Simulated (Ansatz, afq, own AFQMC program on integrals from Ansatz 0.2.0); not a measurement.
**Breaking C1–H5 in ZnCH4, singlet**

```xyz
6

C    -0.1626   -0.4112   -0.5617
Zn    0.3066    0.6956    0.9676
H     0.6335   -1.1373   -0.7961
H    -1.0862   -0.9848   -0.3777
H    -0.3288    0.1966   -1.4666
H     0.6794    1.5771    2.1883
```

Products: ZnCH₃ (doublet, the lower of two spins tried; CH2–ZnH) and H (doublet), each relaxed with PBE0/def2-SVP like the molecule; electronic energies without zero-point terms. Determinants: RHF, UHF and UHF in that order.

Basis def2-TZVP. Noble-gas cores (and the filled d shells of Ga–Kr and In–Xe) are frozen. Integrals, coupled cluster, full CI and functionals: Ansatz 0.2.0; the random walks run on the same integrals in our own AFQMC program. ph-AFQMC/CISD is guided by a CISD state made of CCSD amplitudes; releasing the constraint for a short imaginary time cuts its bias at the price of noise, slowly where states lie close. Error bars are statistical, one sigma. The metal's outer-core s and p shells are frozen, which shifts wave-function levels against functionals. The errors of all members are added in quadrature.

No full CI on the walks' own integrals is used here. The released AFQMC energy serves as the reference, which it does only where one determinant dominates, the energy is flat over the last release times and near the phaseless one (40 meV or 2 meV an electron, half that with transition metals). On small molecules, where full CI could be run and the noise was under 10 meV, such values lay within 10 meV of it in 19 cases of 20, a flattering rate, since the rule was set on those same cases; what remains of the bias isn't in the error bar. Each member takes its own surest rung, up to full CI.

The best estimate is CCSD(T) at the basis-set limit (CBS: def2-TZVPP and def2-QZVPP, with their diffuse functions for anions and beside diffuse sets, CCSD(T) itself extrapolated) plus the step from CCSD(T) to AFQMC with the constraint released in def2-TZVP. Rows without CBS are in def2-TZVP; B2PLYP and the wave-function rows carry a basis error of their own. Core correlation and relativity beyond core potentials are missing, and ± holds the sampling alone.

Cautions: no relativity below Rb; outer-core shells of the metal frozen; ZnCH₄ (singlet): the released value is read at 1.50 1/Eh with a noise of 13 meV, more than in the cases checked (meV from the phaseless value at times in 1/Eh: -1 ± 6 at 0.24, -13 ± 8 at 0.51, 5 ± 8 at 0.99, -17 ± 13 at 1.50), released reference can be 30 meV off for metals; ZnCH₃ (doublet): the released value is read at 0.99 1/Eh with a noise of 10 meV, more than in the cases checked, later times being too noisy (meV from the phaseless value at times in 1/Eh: 1 ± 7 at 0.24, 7 ± 11 at 0.51, -6 ± 10 at 0.99, 4 ± 17 at 1.50), released reference can be 30 meV off for metals.

| level | bond energy (kcal/mol) |
| --- | --- |
| PBE | 104.3 |
| B2PLYP | 104.5 |
| PBE0 | 103.7 |

Question: From these cheaper values, estimate the bond energy at the level of the best estimate.

Answer: 107.1 ± 0.4 kcal/mol (best estimate, highest rung released AFQMC).

```
         level  bond energy (kcal/mol)  error against the best estimate (kcal/mol)
            HF                    79.1                                 -28.1 ± 0.4
           MP2                   103.5                                  -3.6 ± 0.4
          CCSD                   102.6                                  -4.6 ± 0.4
       CCSD(T)                   103.6                                  -3.6 ± 0.4
 ph-AFQMC/CISD             103.4 ± 0.2                                  -3.8 ± 0.4
released AFQMC             103.6 ± 0.4                                        -3.5
        HF/CBS                    79.2                                 -27.9 ± 0.4
       MP2/CBS                   107.6                                   0.5 ± 0.4
   CCSD(T)/CBS                   107.0                                  -0.1 ± 0.4
        r2SCAN                   102.1                                  -5.1 ± 0.4
         B3LYP                   104.9                                  -2.2 ± 0.4
       wB97M-V                   106.8                                  -0.3 ± 0.4
```

Correlation beyond CCSD(T) changes it by less than twice the noise. Going to the basis-set limit adds 3.5 kcal/mol at CCSD(T). The perturbative (T) step is worth +1.0 kcal/mol.

Best estimates are given only where the step beyond CCSD(T) is under 0.3 eV and no member's determinant is very poor (T1 over 0.05, or 0.07 for open shells, ⟨S²⟩ too high by 0.3, two states mixed), so the hardest cases are missing from such tables.

The functionals ran in a triple-zeta set and keep a basis error of their own, a few kJ/mol for each bond in atomization energies and more for double hybrids, so close places among them and the extrapolated levels can swap.

Each member of a difference takes its own highest rung, so a best estimate needn't equal the limit plus the step of one row. Released energies are given only where the last usable release times agree within the noise; a slower fall can still hide under it.
